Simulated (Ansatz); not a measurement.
Kohn–Sham single points on `[MgH]` radical.

```yaml
crystal:
  periodic: [false, false, false]
  atoms:
    - {symbol: Mg, position_ang: [-0.727587, 0.213630, -0.383549]}
    - {symbol: H, position_ang: [0.757087, -0.273830, 0.387549]}
basis:
  gaussian: {orbitals: def2-TZVPP}
magnetization: {spin_polarized: true, initial_magnetization: 1}
hamiltonian: {xc: {name: B2PLYP}}
```

```sh
$ ansatz run in.yaml --threads 2 --pin off --events-out ev --progress --plain --max-ram 32768MiB --backend cpu
```

Shortened log:

```
Functional definition: B2PLYP
351 factors; integrals over basis functions are off by at most 1.5e-3 eV
mean field evaluation 1: about -5455.2405 eV, gradient 6.2e0 eV
mean field evaluation 2: about -5455.2398 eV, gradient 6.2e0 eV
mean field evaluation 4: about -5455.7128 eV, gradient 5.3e-1 eV
mean field evaluation 8: about -5455.7238 eV, gradient 4.6e-2 eV
mean field evaluation 16: about -5455.7239 eV, gradient 5.8e-6 eV
mean field -5455.72393382 eV, -200.4941565453 hartree, gradient 9.8e-7 eV, S^2 0.758198; 0 other end points of the search recorded, 0 dependent functions left out
1 core orbitals not correlated: weight in the atoms' cores, before any rotation towards them, 1.000 or more for the frozen orbitals, at most 0.000 for the correlated occupied ones
reference -5455.72404835 eV, -200.4941607541 hartree; 6, 5 occupied and 39, 40 virtual orbitals, 351 factors
second order -5.90439819 eV of doubles, -0.00000000 eV of singles
Total energy: -5457.31823586 eV, -200.5527460646 hartree
```

Run time 0.66 s (2 threads of an AMD EPYC 7R13 on a shared host); peak host memory 0.18 GiB.

With the line `hamiltonian: {xc: pbe0, dispersion: d4}` (abridged; 0.5 s):

```
Functional definition: PBE0
mean field -5456.25250577 eV, -200.5135812061 hartree, gradient 2.3e-5 eV, S^2 0.754461
Total energy: -5456.27710858 eV, -200.5144853427 hartree
```

Changing it to `hamiltonian: {xc: r2scan, dispersion: d4}` and forces (abridged; 1.8 s):

```
Functional definition: r2SCAN
mean field evaluation 16: about -5458.4105 eV, gradient 6.3e-6 eV
mean field -5458.41045592 eV, -200.5928844115 hartree, gradient 6.3e-6 eV, S^2 0.756258
Total energy: -5458.41673524 eV, -200.5931151723 hartree
Atom 0 force    -0.016683     0.005477    -0.008664 eV/Å
Atom 1 force     0.016683    -0.005477     0.008664 eV/Å
Dipole moment:    -0.240949     0.079110    -0.125142 e Å
```

With the line `hamiltonian: {xc: {name: r2SCAN0}, dispersion: d4}` (abridged; 1 s):

```
Functional definition: r2SCAN0
mean field -5458.27020002 eV, -200.5877301024 hartree, gradient 7.8e-5 eV, S^2 0.758002
Total energy: -5458.27772388 eV, -200.5880065991 hartree
```

The same input with `hamiltonian: {xc: {name: r2SCANh}, dispersion: d4}` (abridged; 1.5 s):

```
Functional definition: r2SCANh
mean field evaluation 16: about -5458.3530 eV, gradient 6.8e-6 eV
mean field -5458.35304358 eV, -200.5907745469 hartree, gradient 6.8e-6 eV, S^2 0.756943
Total energy: -5458.35978148 eV, -200.5910221602 hartree
```

Changing it to `hamiltonian: {xc: {name: wB97X-V}}` (abridged; 1.3 s):

```
Functional definition: wB97X-V
mean field evaluation 16: about -5458.1066 eV, gradient 2.8e-5 eV
mean field -5458.10660791 eV, -200.5817182033 hartree, gradient 2.8e-5 eV, S^2 0.755302
Total energy: -5458.10660805 eV, -200.5817182084 hartree
```
